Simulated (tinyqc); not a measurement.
Worked calculation: UHF in the sto-3g basis, for H2O+, spin multiplicity 2. Computed by tinyqc, a small Python program that keeps every step (integrals from PySCF). Settings: charge = 1, multiplicity = 2, basis = sto-3g, energy threshold = 1e-10, iteration cap = 86, orthogonalisation = symmetric, start = core, DIIS depth = 0, method = UHF. Command: `OMP_NUM_THREADS=1 python tinyqc.py 28335 28336 out.jsonl` (the two numbers bound the seeds that draw the settings). One thread of a shared host (Intel(R) Xeon(R) Processor @ 2.60GHz), about 0.1 s of CPU time with the checks.

Geometry (angstrom):
```
atom         x          y         z
O     0.000000   0.000000  0.000000
H     0.000000   0.688000  0.597000
H     0.000000  -0.688000  0.597000
```

Stop when the energy changes by less than 1e-10 hartree and every element of the error matrix X^T (F D S - S D F) X (for each spin) is below 3e-06.

Course of the cycle:
```
iteration   E (hartree)     change  largest element of the error matrix
1          -73.39178917          -                             3.34e-01
2          -74.62314694  -1.23e+00                             3.51e-02
3          -74.62661326  -3.47e-03                             5.90e-03
4          -74.62677853  -1.65e-04                             2.06e-03
5          -74.62681208  -3.35e-05                             1.20e-03
6          -74.62682180  -9.73e-06                             7.05e-04
7          -74.62682504  -3.24e-06                             4.12e-04
8          -74.62682617  -1.13e-06                             2.41e-04
9          -74.62682658  -4.05e-07                             1.42e-04
10         -74.62682672  -1.46e-07                             8.41e-05
11         -74.62682678  -5.26e-08                             5.01e-05
12         -74.62682680  -1.90e-08                             2.99e-05
13         -74.62682680  -6.89e-09                             1.79e-05
14         -74.62682680  -2.49e-09                             1.07e-05
15         -74.62682681  -9.03e-10                             6.43e-06
16         -74.62682681  -3.27e-10                             3.86e-06
17         -74.62682681  -1.18e-10                             2.32e-06
18         -74.62682681  -4.28e-11                             1.39e-06
```

Can the last value be used, and what does the course show?

Yes. Converged in 18 iterations. PySCF UHF in the same basis, after a stability check = -74.62682681 hartree.
